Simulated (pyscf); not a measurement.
This saddle point was located with ωB97X-D3(BJ)/def2-SVP in PySCF.

```xyz
9

S     -0.3227    -1.5261     0.1484
Ge    -1.3957     0.8092     0.0153
H     -1.0861    -1.9684    -0.8713
H     -2.0944     1.1380    -1.3105
H     -2.5094     0.1552     0.8849
H     -0.8867     1.9661     0.8864
S      0.8268     0.9810    -1.3206
H      0.5780    -0.6948    -0.7328
H      1.5919     1.2674    -0.2484
```
Charge 0, spin multiplicity 1.

Surface: singlet, charge 0. Lowest wavenumbers (cm⁻¹): 822i, 90, 207, 213, 271.

Problem. Which two sides does it connect, and which bonds change?

Solution. `[SH2]` + `[SH][GeH3]` ⇌ `[SH][GeH3]` + `[SH2]`, a four-centre exchange read from left to right: H–S, Ge–S broken and Ge–S, H–S formed. At CCSD(T)/def2-TZVPP + ΔMP2(QZVPP) it lies +41.8 kcal/mol from the left side and +41.8 kcal/mol from the right (each side as separated species at their lowest minima found). This is the saddle that the search found; another between the same sides may lie lower. The CCSD(T) − MP2 part came from Ansatz, without density fitting, on the same reference. The frozen core leaves the outer d or s,p core shells of the metals and heavy elements correlated in the MP2 and CC values, and def2-TZVPP describes them poorly, which can shift differences by a few kcal/mol. Elements up to Kr have no core potential and no relativistic terms here.
